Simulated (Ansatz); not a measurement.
fcc Au was calculated with r²SCAN+SOC in Ansatz (plane waves, PAW).

Run with plane-wave cutoff 560 eV, 24×24×24 k mesh, Fermi–Dirac smearing 0.05 eV, PAW data made under PBE.

Results at a series of volumes:

```
V (Å³/atom)  E − E_lowest (meV/atom)  P (GPa)
-----------  -----------------------  -------
16.330                         35.93    11.90
16.678                         15.15     7.36
17.025                          3.57     3.41
17.372                          0.00    -0.04
17.720                          3.43    -3.05
18.067                         12.93    -5.66
18.415                         27.73    -7.93
```

Problem. Estimate the bulk modulus from the pressures at 17.025 and 17.720 Å³/atom, and compare it with a fit to all energies.

Solution. B = −V dP/dV. Between V = 17.025 and 17.720 Å³/atom, dP/dV = (-3.05 − (3.41))/(17.720 − 17.025) = -9.29 GPa per Å³/atom; at the midpoint 17.372 Å³/atom this gives B ≈ 161 GPa. The third-order Birch–Murnaghan fit gives V0 = 17.368 Å³/atom, B0 = 161 GPa, B′ = 5.9, which lies within 1 % of that estimate.

Measured, for comparison: bulk modulus 182 GPa (0 K value with the zero-point phonon effect removed, our sources range from 175 to 182; as tabulated in Mejia-Rodriguez and Trickey (2018), arXiv:1807.09216); equilibrium volume per atom 16.76 Å³/atom (static lattice: zero-point anharmonic expansion removed; as tabulated in Mejia-Rodriguez and Trickey (2018), arXiv:1807.09216). Computed (rounded) less measured: bulk modulus -12 % (-8 % to -12 % over the range), equilibrium volume per atom +3.6 %.

The computed numbers hold no vibrational or temperature effects.

Ansatz is a program for electronic structure.
